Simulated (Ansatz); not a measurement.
Geometry optimisation, RKS PBE/def2-SVP in Ansatz.

Input:

```yaml
crystal:
  periodic: [false, false, false]
  atoms:
    - { symbol: Na, position_ang: [-1.93573, -1.01859, -1.6961] }
    - { symbol: C, position_ang: [-0.43176, -0.74893, -0.00896] }
    - { symbol: Si, position_ang: [0.59125, 0.61615, 0.3064] }
    - { symbol: H, position_ang: [-0.32232, -1.59062, 0.67935] }
    - { symbol: H, position_ang: [0.48891, 1.78849, -0.59418] }
    - { symbol: H, position_ang: [1.60965, 0.95349, 1.31349] }
basis:
  gaussian: { orbitals: def2-SVP }
hamiltonian:
  xc: pbe
relax:
  f_tol: 0.02
  max_steps: 50
output:
  orbitals: {}
```

Run as:

```bash
$ ansatz run input.yaml --threads 1 --pin off --max-ram 2048MiB --backend cpu --events-out ev --progress --plain --runs-dir out
```

Where does it end, and by what steps?

It converged. After 6 steps the energy has fallen by 0.068 eV; Na1 moved furthest, 0.19 Å.

| step | energy less start (eV) | largest force component (eV/Å) | accepted |
| --- | --- | --- | --- |
| 0 | 0.0000 | 0.806 | yes |
| 1 | -0.0611 | 0.275 | yes |
| 2 | -0.0659 | 0.065 | yes |
| 3 | -0.0662 | 0.063 | yes |
| 4 | -0.0629 | 0.183 | no |
| 5 | -0.0678 | 0.029 | yes |
| 6 | -0.0681 | 0.003 | yes |

```xyz
6
Properties=species:S:1:pos:R:3
Na -1.855 -0.844 -1.708
C -0.418 -0.814 0.040
Si 0.544 0.599 0.264
H -0.271 -1.635 0.772
H 0.413 1.769 -0.683
H 1.587 0.926 1.315
```

Whether the end is a true minimum wasn't checked by a vibrational analysis.

Run time: 28 s on 1 thread of Intel(R) Xeon(R) Processor @ 2.50GHz (Skylake/Cascade Lake) (shared host), peak memory 0.14 GiB.
